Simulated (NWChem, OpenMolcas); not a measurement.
## Exact exchange and the dipole moment of C2H5N (N-methylmethanimine)

C2H5N has 8 atoms, charge 0, and is taken as a singlet. As SMILES, `C=NC`. Geometry: relaxed at PBE0-D4/def2-TZVP.

The dipole moment y, in D, basis aug-cc-pVDZ; a is the functional's share of exact exchange. Programs: NWChem 7.3.0, OpenMolcas 26.06.

```
functional     program     a  y (D)
      TPSS  OpenMolcas     0   1.44
       PBE      NWChem     0   1.41
     B3LYP      NWChem   0.2   1.51
      PBE0      NWChem  0.25      ?
     BHLYP      NWChem   0.5   1.62
```

Problem. Fit y = c + s·a to the known rows and predict PBE0.

Solution. 
1. Means of the 4 rows: a = 0.1750, y = 1.495.
2. Σ(Δa)² = 0.1675, Σ(Δa·Δy) = 0.0655, so the slope is 0.0655/0.1675 = 0.39104.
3. Intercept: 1.495 − (0.39104) × 0.1750 = 1.427. The largest residual of the fit is 0.017.
4. PBE0: 1.427 + (0.39104) × 0.25 = 1.52 D.

The run gave 1.52 D, so the prediction is off by 0.00 D: they agree to the digits shown. More exact exchange makes the molecule more polar here. The measured value is 1.53 D (NIST CCCBDB); in this basis the line meets it at a = 0.26.
